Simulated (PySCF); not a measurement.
Species: C₄H₇FO.
Geometry (PBE0-D3(BJ)/def2-SVP, Å), atoms numbered from 1 in this order:
```xyz
13
C4H7FO angstrom
C      2.0802   -0.8035    0.0108
O      0.7824   -0.5738    0.4875
C      0.3053    0.6732    0.2618
C     -0.9882    0.8937    0.0081
C     -2.0581   -0.1189   -0.1369
F     -1.4011    2.1660   -0.1163
H      2.3735   -1.8130    0.3278
H      2.8012   -0.0773    0.4310
H      2.1296   -0.7453   -1.0917
H      1.0086    1.5125    0.3384
H     -1.6312   -1.1254   -0.0475
H     -2.5529   -0.0199   -1.1168
H     -2.8316    0.0108    0.6374
```

Computed with TDDFT CAM-B3LYP/def2-SVPD, vertical, gas phase, core orbitals frozen in the response in PySCF 2.14.0, density-fitted response routines.

Transition dipole moments from the ground state, in atomic units and in the frame of the coordinates above (overall signs are arbitrary), for the states with f of 0.002 or more among the lowest 5:

| state | E (hartree) | μx | μy | μz |
| --- | --- | --- | --- | --- |
| S1 | 0.2256 | 0.152 | -0.131 | -0.217 |
| S2 | 0.2425 | 1.524 | -0.205 | 0.184 |
| S3 | 0.2490 | 0.182 | 0.068 | 0.079 |
| S4 | 0.2634 | 0.065 | -0.074 | -0.310 |
| S5 | 0.2680 | 0.269 | -0.007 | 0.073 |

(1) What oscillator strength does each state have?

(2) Which bond between heavy atoms lies closest to the direction of the S2 transition dipole?

(3) What angle do the transition dipoles of S1 and S2 make?

(4) What peak molar absorption coefficient would the strongest computed level give as a lone Gaussian band 0.4 eV wide at half height?

## Answers

(1) f = (2/3) ΔE |μ|² with ΔE in hartree (27.2114 eV).

| state | \|μ\|² (au) | \|μ\| (D) | f |
| --- | --- | --- | --- |
| S1 | 0.087 | 0.75 | 0.013 |
| S2 | 2.399 | 3.94 | 0.388 |
| S3 | 0.044 | 0.53 | 0.007 |
| S4 | 0.106 | 0.83 | 0.019 |
| S5 | 0.078 | 0.71 | 0.014 |

(2) C3–C4, at 5° from it; next C1–O2 at 27°.

(3) |cos θ| = |μa·μb| / (|μa| |μb|) = 0.48, so θ ≈ 62° (taken between 0 and 90°, since the signs are arbitrary).

(4) ε(max) = 2.175×10⁸ f / FWHM, with the width in cm⁻¹. S2: 2.175×10⁸ × 0.3878 / 3226 ≈ 26000 L mol⁻¹ cm⁻¹.

Hardware: an Intel Xeon Platinum 8488C with one thread, on a shared host. Cost: 31 s of wall time (with the writing of density and orbital grids), 0.82 GiB resident at most.

One conformer stands for the species.
